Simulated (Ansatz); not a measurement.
A short molecular-dynamics run on `[SiH2]1[SiH2]S1`.

```yaml
crystal:
  periodic: [false, false, false]
  atoms:
    - {symbol: Si, position_ang: [-0.881303, -0.199717, -0.672903]}
    - {symbol: Si, position_ang: [0.831158, 0.403936, 0.645243]}
    - {symbol: S, position_ang: [0.505252, -1.651660, 0.100342]}
    - {symbol: H, position_ang: [-2.267638, -0.319827, -0.163836]}
    - {symbol: H, position_ang: [-0.849711, -0.019941, -2.143337]}
    - {symbol: H, position_ang: [0.652724, 0.709600, 2.084071]}
    - {symbol: H, position_ang: [2.070717, 1.009508, 0.104620]}
basis:
  gaussian: {orbitals: def2-SVP}
hamiltonian: {xc: {name: PBE}}
md: {timestep: 0.5 fs, n_steps: 30, ensemble: nvt_langevin, temperature: 500, initial_velocities: maxwell_boltzmann, friction: 0.01, seed: 856}
```

```sh
$ ansatz run in.yaml --threads 2 --pin off --events-out ev --progress --plain --max-ram 4352MiB
```

```tsv
step	time (fs)	potential energy (eV)	kinetic (eV)	T (K)	conserved (eV)
0	0.0	-26634.8155	0.3878	429	–
1	0.5	-26634.8145	0.3831	423	–
2	1.0	-26634.8066	0.3562	394	–
3	1.5	-26634.7953	0.3149	348	–
4	2.0	-26634.7818	0.3197	353	–
5	2.5	-26634.7677	0.2915	322	–
6	3.0	-26634.7568	0.3161	349	–
7	3.5	-26634.7515	0.3132	346	–
8	4.0	-26634.7508	0.3134	346	–
9	4.5	-26634.7515	0.3132	346	–
10	5.0	-26634.7524	0.3355	371	–
11	5.5	-26634.7522	0.3457	382	–
12	6.0	-26634.7487	0.3733	413	–
13	6.5	-26634.7408	0.3886	429	–
14	7.0	-26634.7291	0.3877	428	–
15	7.5	-26634.7141	0.3672	406	–
16	8.0	-26634.6966	0.3227	357	–
17	8.5	-26634.6767	0.2985	330	–
18	9.0	-26634.6552	0.2895	320	–
19	9.5	-26634.6336	0.2694	298	–
20	10.0	-26634.6151	0.2579	285	–
21	10.5	-26634.6011	0.2460	272	–
22	11.0	-26634.5922	0.2467	273	–
23	11.5	-26634.5896	0.2586	286	–
24	12.0	-26634.5915	0.2389	264	–
25	12.5	-26634.5986	0.2435	269	–
26	13.0	-26634.6104	0.2733	302	–
27	13.5	-26634.6228	0.3131	346	–
28	14.0	-26634.6303	0.3291	364	–
29	14.5	-26634.6296	0.3227	357	–
30	15.0	-26634.6213	0.3191	353	–
```

Velocities are drawn at the set temperature; a run this short doesn't reach equilibrium.

Frames (Å, forces in eV/Å):

```xyz
7
time=0.0 fs
Si   -0.881   -0.200   -0.673   -0.195    0.178   -0.113
Si    0.831    0.404    0.645    0.060    0.268    0.084
S     0.505   -1.652    0.100    0.225   -0.744    0.048
H    -2.268   -0.320   -0.164   -0.329   -0.010    0.117
H    -0.850   -0.020   -2.143    0.002    0.060   -0.344
H     0.653    0.710    2.084   -0.047    0.090    0.334
H     2.071    1.010    0.105    0.283    0.159   -0.127
7
time=0.5 fs
Si   -0.884   -0.200   -0.674   -0.097    0.161   -0.277
Si    0.831    0.406    0.646   -0.218    0.098    0.090
S     0.508   -1.653    0.101    0.196   -0.660    0.046
H    -2.268   -0.321   -0.159   -0.326   -0.012    0.092
H    -0.841   -0.031   -2.158   -0.032    0.042   -0.120
H     0.636    0.711    2.080   -0.033    0.106    0.377
H     2.051    1.016    0.104    0.510    0.265   -0.208
7
time=1.0 fs
Si   -0.886   -0.200   -0.675   -0.008    0.145   -0.448
Si    0.831    0.407    0.647   -0.475   -0.062    0.103
S     0.511   -1.655    0.102    0.170   -0.579    0.044
H    -2.269   -0.321   -0.153   -0.314   -0.014    0.061
H    -0.832   -0.042   -2.174   -0.071    0.025    0.113
H     0.620    0.713    2.076   -0.022    0.119    0.415
H     2.032    1.024    0.105    0.720    0.367   -0.287
7
time=1.5 fs
Si   -0.888   -0.200   -0.676    0.073    0.126   -0.611
Si    0.831    0.408    0.647   -0.672   -0.192    0.114
S     0.514   -1.656    0.102    0.144   -0.503    0.042
H    -2.270   -0.323   -0.147   -0.297   -0.015    0.027
H    -0.823   -0.051   -2.189   -0.112    0.011    0.337
H     0.604    0.715    2.073   -0.007    0.129    0.432
H     2.017    1.033    0.104    0.870    0.443   -0.340
7
time=2.0 fs
Si   -0.891   -0.199   -0.677    0.160    0.100   -0.738
Si    0.831    0.410    0.648   -0.832   -0.301    0.125
S     0.517   -1.657    0.103    0.116   -0.427    0.038
H    -2.270   -0.324   -0.140   -0.282   -0.015   -0.007
H    -0.813   -0.061   -2.203   -0.154    0.003    0.529
H     0.588    0.717    2.071    0.011    0.136    0.429
H     2.005    1.040    0.102    0.980    0.504   -0.376
7
time=2.5 fs
Si   -0.893   -0.199   -0.679    0.252    0.066   -0.817
Si    0.830    0.411    0.649   -0.974   -0.400    0.139
S     0.520   -1.659    0.104    0.085   -0.348    0.033
H    -2.270   -0.326   -0.133   -0.270   -0.015   -0.039
H    -0.806   -0.071   -2.215   -0.192    0.001    0.674
H     0.572    0.719    2.071    0.031    0.141    0.412
H     1.995    1.046    0.101    1.067    0.555   -0.402
7
time=3.0 fs
Si   -0.896   -0.199   -0.680    0.334    0.026   -0.862
Si    0.830    0.412    0.650   -1.063   -0.466    0.148
S     0.523   -1.660    0.106    0.056   -0.267    0.025
H    -2.271   -0.329   -0.125   -0.254   -0.013   -0.070
H    -0.800   -0.081   -2.225   -0.225    0.003    0.788
H     0.556    0.720    2.071    0.054    0.141    0.374
H     1.988    1.054    0.100    1.097    0.576   -0.404
7
time=3.5 fs
Si   -0.899   -0.198   -0.682    0.405   -0.017   -0.877
Si    0.829    0.413    0.652   -1.074   -0.477    0.153
S     0.526   -1.662    0.107    0.029   -0.189    0.017
H    -2.271   -0.333   -0.117   -0.232   -0.011   -0.105
H    -0.794   -0.091   -2.233   -0.257    0.009    0.875
H     0.540    0.722    2.073    0.083    0.134    0.304
H     1.983    1.065    0.098    1.045    0.550   -0.367
7
time=4.0 fs
Si   -0.901   -0.198   -0.683    0.467   -0.057   -0.863
Si    0.828    0.414    0.653   -1.034   -0.438    0.177
S     0.529   -1.663    0.109    0.004   -0.113    0.008
H    -2.272   -0.335   -0.108   -0.203   -0.009   -0.141
H    -0.788   -0.101   -2.239   -0.287    0.015    0.932
H     0.524    0.723    2.078    0.123    0.115    0.186
H     1.982    1.078    0.097    0.931    0.486   -0.300
7
time=4.5 fs
Si   -0.904   -0.198   -0.685    0.520   -0.092   -0.832
Si    0.827    0.414    0.654   -0.952   -0.358    0.196
S     0.532   -1.665    0.111   -0.020   -0.045    0.001
H    -2.273   -0.336   -0.101   -0.167   -0.009   -0.178
H    -0.783   -0.110   -2.244   -0.314    0.022    0.974
H     0.509    0.726    2.084    0.167    0.091    0.052
H     1.984    1.093    0.095    0.767    0.390   -0.212
7
time=5.0 fs
Si   -0.907   -0.198   -0.687    0.556   -0.126   -0.763
Si    0.827    0.415    0.656   -0.848   -0.260    0.190
S     0.535   -1.667    0.112   -0.042    0.021   -0.003
H    -2.275   -0.337   -0.093   -0.119   -0.008   -0.219
H    -0.778   -0.120   -2.246   -0.338    0.031    0.979
H     0.493    0.731    2.089    0.207    0.065   -0.067
H     1.987    1.109    0.095    0.584    0.278   -0.117
7
time=5.5 fs
Si   -0.909   -0.198   -0.689    0.587   -0.157   -0.647
Si    0.826    0.415    0.657   -0.741   -0.154    0.181
S     0.538   -1.668    0.114   -0.060    0.090   -0.005
H    -2.277   -0.337   -0.084   -0.071   -0.006   -0.262
H    -0.773   -0.129   -2.245   -0.359    0.038    0.941
H     0.476    0.737    2.094    0.250    0.034   -0.187
H     1.992    1.126    0.095    0.394    0.155   -0.022
7
time=6.0 fs
Si   -0.911   -0.199   -0.691    0.622   -0.186   -0.499
Si    0.826    0.416    0.658   -0.633   -0.039    0.182
S     0.541   -1.670    0.115   -0.076    0.163   -0.007
H    -2.277   -0.338   -0.074   -0.029   -0.005   -0.305
H    -0.770   -0.136   -2.241   -0.375    0.044    0.872
H     0.460    0.744    2.100    0.296   -0.002   -0.317
H     1.998    1.144    0.096    0.197    0.023    0.075
7
time=6.5 fs
Si   -0.914   -0.199   -0.693    0.652   -0.214   -0.318
Si    0.825    0.416    0.660   -0.535    0.078    0.182
S     0.544   -1.672    0.117   -0.093    0.236   -0.010
H    -2.277   -0.339   -0.064    0.009   -0.003   -0.347
H    -0.768   -0.143   -2.236   -0.385    0.051    0.772
H     0.445    0.753    2.106    0.342   -0.040   -0.444
H     2.004    1.163    0.097    0.010   -0.108    0.165
7
time=7.0 fs
Si   -0.916   -0.199   -0.696    0.669   -0.244   -0.094
Si    0.825    0.417    0.661   -0.431    0.190    0.160
S     0.547   -1.674    0.119   -0.108    0.310   -0.014
H    -2.277   -0.340   -0.053    0.051    0.000   -0.391
H    -0.767   -0.149   -2.228   -0.389    0.056    0.633
H     0.430    0.760    2.110    0.381   -0.072   -0.544
H     2.011    1.182    0.097   -0.172   -0.239    0.252
7
time=7.5 fs
Si   -0.918   -0.200   -0.698    0.686   -0.271    0.165
Si    0.824    0.418    0.663   -0.336    0.282    0.112
S     0.550   -1.677    0.121   -0.123    0.385   -0.021
H    -2.276   -0.342   -0.042    0.087    0.003   -0.434
H    -0.768   -0.153   -2.218   -0.387    0.059    0.459
H     0.418    0.767    2.112    0.410   -0.096   -0.608
H     2.017    1.201    0.098   -0.336   -0.362    0.327
7
time=8.0 fs
Si   -0.920   -0.200   -0.700    0.716   -0.293    0.439
Si    0.824    0.419    0.664   -0.261    0.356    0.052
S     0.553   -1.679    0.123   -0.138    0.455   -0.030
H    -2.274   -0.343   -0.032    0.105    0.005   -0.466
H    -0.769   -0.156   -2.207   -0.379    0.061    0.260
H     0.407    0.772    2.113    0.430   -0.113   -0.643
H     2.022    1.219    0.100   -0.472   -0.470    0.387
7
time=8.5 fs
Si   -0.922   -0.201   -0.703    0.731   -0.312    0.732
Si    0.823    0.419    0.666   -0.195    0.421   -0.014
S     0.556   -1.680    0.125   -0.154    0.517   -0.038
H    -2.274   -0.344   -0.024    0.131    0.006   -0.498
H    -0.771   -0.158   -2.196   -0.368    0.062    0.040
H     0.397    0.778    2.113    0.442   -0.127   -0.657
H     2.027    1.235    0.102   -0.587   -0.567    0.435
7
time=9.0 fs
Si   -0.924   -0.201   -0.705    0.722   -0.332    1.035
Si    0.823    0.420    0.668   -0.147    0.472   -0.080
S     0.559   -1.682    0.127   -0.171    0.576   -0.046
H    -2.275   -0.345   -0.016    0.178    0.009   -0.537
H    -0.774   -0.159   -2.185   -0.352    0.063   -0.183
H     0.389    0.784    2.112    0.447   -0.141   -0.655
H     2.030    1.250    0.107   -0.676   -0.646    0.467
7
time=9.5 fs
Si   -0.926   -0.201   -0.708    0.712   -0.352    1.311
Si    0.822    0.420    0.670   -0.123    0.507   -0.137
S     0.562   -1.684    0.129   -0.188    0.634   -0.055
H    -2.276   -0.346   -0.009    0.225    0.013   -0.574
H    -0.778   -0.161   -2.177   -0.336    0.062   -0.380
H     0.381    0.791    2.110    0.448   -0.154   -0.648
H     2.032    1.264    0.114   -0.738   -0.710    0.483
7
time=10.0 fs
Si   -0.927   -0.201   -0.710    0.712   -0.370    1.558
Si    0.822    0.421    0.672   -0.113    0.525   -0.203
S     0.564   -1.685    0.131   -0.205    0.687   -0.064
H    -2.277   -0.349   -0.004    0.259    0.016   -0.601
H    -0.783   -0.162   -2.170   -0.318    0.060   -0.559
H     0.373    0.797    2.106    0.441   -0.163   -0.616
H     2.032    1.277    0.122   -0.775   -0.757    0.486
7
time=10.5 fs
Si   -0.929   -0.201   -0.713    0.716   -0.387    1.792
Si    0.821    0.421    0.674   -0.120    0.516   -0.289
S     0.567   -1.687    0.133   -0.222    0.739   -0.072
H    -2.278   -0.351   -0.001    0.286    0.019   -0.623
H    -0.788   -0.165   -2.164   -0.300    0.060   -0.732
H     0.367    0.804    2.100    0.422   -0.164   -0.550
H     2.029    1.287    0.130   -0.782   -0.783    0.474
7
time=11.0 fs
Si   -0.931   -0.202   -0.715    0.726   -0.401    1.993
Si    0.821    0.422    0.677   -0.152    0.479   -0.376
S     0.569   -1.688    0.135   -0.238    0.788   -0.078
H    -2.279   -0.354    0.002    0.306    0.021   -0.638
H    -0.794   -0.171   -2.160   -0.283    0.058   -0.880
H     0.361    0.810    2.093    0.394   -0.160   -0.468
H     2.024    1.295    0.140   -0.754   -0.786    0.446
7
time=11.5 fs
Si   -0.932   -0.202   -0.717    0.753   -0.411    2.152
Si    0.820    0.423    0.679   -0.212    0.411   -0.464
S     0.572   -1.689    0.137   -0.254    0.835   -0.084
H    -2.279   -0.356    0.002    0.313    0.021   -0.641
H    -0.800   -0.176   -2.157   -0.267    0.056   -0.996
H     0.357    0.816    2.084    0.359   -0.151   -0.367
H     2.017    1.300    0.152   -0.690   -0.760    0.400
7
time=12.0 fs
Si   -0.934   -0.202   -0.720    0.783   -0.420    2.265
Si    0.820    0.423    0.681   -0.290    0.319   -0.551
S     0.574   -1.690    0.139   -0.272    0.878   -0.090
H    -2.280   -0.360    0.002    0.317    0.022   -0.642
H    -0.807   -0.181   -2.156   -0.254    0.051   -1.070
H     0.354    0.824    2.075    0.316   -0.141   -0.253
H     2.008    1.301    0.164   -0.599   -0.709    0.341
7
time=12.5 fs
Si   -0.935   -0.202   -0.722    0.812   -0.427    2.298
Si    0.820    0.424    0.683   -0.394    0.207   -0.613
S     0.577   -1.691    0.141   -0.291    0.917   -0.096
H    -2.280   -0.362    0.002    0.323    0.022   -0.642
H    -0.815   -0.185   -2.159   -0.245    0.046   -1.066
H     0.353    0.831    2.067    0.270   -0.132   -0.149
H     1.998    1.300    0.177   -0.474   -0.633    0.268
7
time=13.0 fs
Si   -0.936   -0.202   -0.724    0.859   -0.430    2.232
Si    0.820    0.425    0.685   -0.535    0.061   -0.656
S     0.580   -1.692    0.143   -0.312    0.956   -0.103
H    -2.280   -0.364    0.000    0.314    0.018   -0.630
H    -0.823   -0.190   -2.166   -0.241    0.041   -0.974
H     0.353    0.838    2.060    0.221   -0.122   -0.045
H     1.986    1.296    0.191   -0.306   -0.525    0.176
7
time=13.5 fs
Si   -0.937   -0.203   -0.725    0.919   -0.431    2.076
Si    0.820    0.426    0.687   -0.714   -0.115   -0.679
S     0.583   -1.693    0.145   -0.330    0.993   -0.109
H    -2.279   -0.366   -0.003    0.290    0.013   -0.608
H    -0.833   -0.195   -2.177   -0.238    0.037   -0.804
H     0.355    0.845    2.054    0.168   -0.112    0.061
H     1.971    1.292    0.206   -0.094   -0.385    0.063
7
time=14.0 fs
Si   -0.937   -0.203   -0.727    0.990   -0.432    1.861
Si    0.820    0.427    0.688   -0.921   -0.315   -0.683
S     0.585   -1.694    0.147   -0.348    1.030   -0.116
H    -2.277   -0.368   -0.007    0.252    0.006   -0.577
H    -0.844   -0.202   -2.190   -0.234    0.035   -0.584
H     0.359    0.851    2.048    0.111   -0.103    0.163
H     1.957    1.287    0.222    0.150   -0.221   -0.064
7
time=14.5 fs
Si   -0.938   -0.204   -0.729    1.072   -0.435    1.629
Si    0.820    0.428    0.689   -1.138   -0.522   -0.666
S     0.588   -1.695    0.149   -0.368    1.067   -0.124
H    -2.274   -0.370   -0.011    0.200   -0.002   -0.539
H    -0.856   -0.209   -2.204   -0.227    0.035   -0.353
H     0.363    0.857    2.043    0.060   -0.097    0.246
H     1.944    1.281    0.238    0.401   -0.047   -0.192
7
time=15.0 fs
Si   -0.939   -0.204   -0.730    1.166   -0.439    1.375
Si    0.819    0.429    0.690   -1.346   -0.711   -0.629
S     0.591   -1.696    0.151   -0.390    1.102   -0.132
H    -2.270   -0.371   -0.015    0.128   -0.013   -0.490
H    -0.868   -0.215   -2.219   -0.217    0.037   -0.117
H     0.367    0.864    2.040    0.015   -0.098    0.306
H     1.933    1.275    0.254    0.643    0.122   -0.314
```

Hardware: 2 threads of an Intel Xeon 6975P-C on a shared host. Wall time 15 s, peak host memory 0.14 GiB.
